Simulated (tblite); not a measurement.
C₂H₅P₂ (charge -1).
Atom-mapped SMILES: `[CH2:1]=[CH:2][P-:3][PH2:4]` (hydrogens: H5, H6 on C1; H7 on C2; H8, H9 on P4)

Computed geometry: GFN2-xTB, gas phase.

Problem. What internal coordinates does the optimisation give?

Solution. 
```csv
bond,length (Å)
C1=C2,1.338
C2–P3,1.778
P3–P4,2.110
C1–H5,1.082
C1–H6,1.078
C2–H7,1.088
"P4–H8, P4–H9",1.398
```

Bonds in one row agree within 0.01 Å and their mean is given. A selection of angles:
```csv
angle,degrees
C2–C1–H5,121.8
C2–C1–H6,121.6
H5–C1–H6,116.6
C1–C2–P3,125.5
C1–C2–H7,119.2
P3–C2–H7,115.4
C2–P3–P4,96.0
P3–P4–H8,100.7
H8–P4–H9,89.1
```

Dihedral angles: C1–C2–P3–P4 180° (antiperiplanar).

C1 (terminal =CH2 carbon) is planar (angles 121.8°, 121.6° and 116.6°, sum 360.0°, 0.00 Å off the plane of its three neighbours). P4 (three-coordinate phosphorus) is pyramidal (angles 101.0°, 100.7° and 89.1°, sum 290.8°, 0.79 Å off the plane of its three neighbours). The 4 heavy atoms lie in one plane (0.000 Å rms). C2 (alkene CH carbon) is planar (angles 125.5°, 119.2° and 115.4°, sum 360.0°, 0.00 Å off the plane of its three neighbours).

Point group: Cs (tolerance 0.08 Å). Its GFN2-xTB frequencies are all real (lowest 96 cm⁻¹). Torsions: C1–C2–P3–P4 180°, C2–P3–P4–H -135° and 134°.

One conformer stands for the species.
